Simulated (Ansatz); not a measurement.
Molecule: C3H7, net charge 0, doublet state. It need not be the lowest isomer of its formula. 
Geometry from a B3LYP-D3(BJ)/def2-TZVP (Ansatz, an electronic-structure program) optimisation:
```
C
H 1 1.0941
H 1 1.0944 2 106.77
C 1 1.4855 2 110.00 3 119.30
H 4 1.0819 1 120.96 2 34.73
H 4 1.0820 5 117.55 1 -170.74
C 1 1.5433 2 108.45 3 -116.56
H 7 1.0913 1 110.87 2 -62.30
H 7 1.0913 8 107.85 1 121.54
H 7 1.0924 8 108.25 9 116.89
```
Charge 0, spin multiplicity 2.

Computed values are from Ansatz. Correlated levels leave the core frozen unless marked. Open shells are spin-unrestricted. No spin-orbit coupling. Non-relativistic. CBS marks a two-point X^-3 extrapolation of the correlation energy; Hartree-Fock from the larger set. [CCSD(T)-MP2]/basis is that difference in the basis named.

```
Quantity                                                                             Value
---------------------  -------------------------------------------------------------------
atomisation energy De  896.9 kcal/mol at RI-MP2/CBS(cc-pVTZ,cc-pVQZ)+[CCSD(T)-MP2]/cc-pVTZ
total energy             -118.3030 Eh at RI-MP2/CBS(cc-pVTZ,cc-pVQZ)+[CCSD(T)-MP2]/cc-pVTZ
dipole moment                                                0.30 D at CCSD(T)/aug-cc-pVDZ
T1 diagnostic                                                        0.010 at CCSD/cc-pVTZ
```
